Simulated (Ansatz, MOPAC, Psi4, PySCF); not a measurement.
Molecule: C4H7 (charge 0, doublet). SMILES: CC(=[CH])C
Geometry from a B3LYP-D3(BJ)/def2-TZVP (Ansatz, a first-principles code) optimisation:
```xyz
11

C      0.0051    -0.0033     1.4978
C      0.0006     0.0247     0.1893
H      0.0103    -0.7489     2.2776
C     -0.0064     1.3118    -0.5953
H     -0.0071     2.1803     0.0604
H      0.8706     1.3657    -1.2469
H     -0.8883     1.3598    -1.2408
C      0.0020    -1.2451    -0.6366
H      0.0071    -2.1375    -0.0126
H     -0.8809    -1.2769    -1.2815
H      0.8806    -1.2710    -1.2875
```
Charge 0, spin multiplicity 2.

Wanted: size of the dipole moment, in D. Terms: open shells spin-unrestricted; 6-31G* and kin with 6d, 5d where marked; PM7 with its own dispersion and hydrogen-bond terms; non-relativistic; LANL2DZ all-electron up to Ne; spin-orbit terms left out; 6-311+G** with 5d; no dispersion term unless named. First-principles rows: single points at B3LYP-D3(BJ) geometries (Ansatz). Semi-empirical rows: dipoles at the shared geometry.

```tsv
level	program	size of the dipole moment (D)
PM7	MOPAC	1.27
MNDO	MOPAC	0.60
SVWN5/6-31G*	Ansatz	1.06
PBE/LANL2DZ	Ansatz	1.31
PBE/6-31G*	Ansatz	0.97
BP86/def2-SVP	PySCF	1.07
B3LYP/LANL2DZ	Ansatz	1.26
B3LYP/6-31G*	Ansatz	0.92
B3LYP/6-31G**	Ansatz	0.92
B3LYP/cc-pVDZ	Ansatz	0.99
B3LYP/6-311+G**	Ansatz	1.12
M06-2X/6-31G* (5d)	PySCF	0.82
wB97X-D/6-31G*	Psi4	0.94
```

No value to compare with is used here. The 13 habitual levels span 0.60 (MNDO) to 1.31 D (PBE/LANL2DZ).

The levels are drawn from those run, B3LYP/6-31G* more often than the rest, none by its result; runs whose electronic state is in doubt are left out.
